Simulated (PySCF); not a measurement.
Gas-phase reaction: HCN + 2 C₄H₈ (cyclic) ⇌ CH₃NH₂ + 2 C₄H₆ (butadiene)

Method: PySCF energies plus ideal-gas RRHO corrections (1 bar). † marks an energy on the PBE0/def2-TZVP geometry and frequencies; other levels use their own. MP2 freezes the core. 6-31G* has spherical d functions here. All species are closed-shell singlets. B3LYP is the form with VWN-RPA correlation. MP2 isn't extrapolated to the basis-set limit; its ΔH°(298 K) is 86.5 kJ in def2-SVP and 56.4 kJ in def2-TZVPP. The harmonic model lacks anharmonicity and excited electronic states, which grow with temperature; levels with a mode under 35 cm⁻¹ are left out. Internal rotation in CH₃NH₂, C₄H₆ (butadiene) is treated as a harmonic vibration of one conformer, which makes the entropy rough.

```tsv
level	ΔE electronic, kJ	ΔH°(298 K), kJ	ΔS°(298 K), J/K	ΔG°(1000 K), kJ
B3LYP/6-31G*	31	26	64	-45
B3LYP/def2-TZVP†	-20	-25	67	-98
MP2/def2-SVP†	91	87	67	13
MP2/def2-TZVPP†	61	56	67	-17
PBE/def2-TZVP†	12	7	67	-66
PBE0/def2-SVP†	56	51	67	-22
ωB97X-V/def2-TZVP†	61	56	67	-17
```
ΔH° is lowest at B3LYP/def2-TZVP† and highest at MP2/def2-SVP†. No reference value is set beside these.
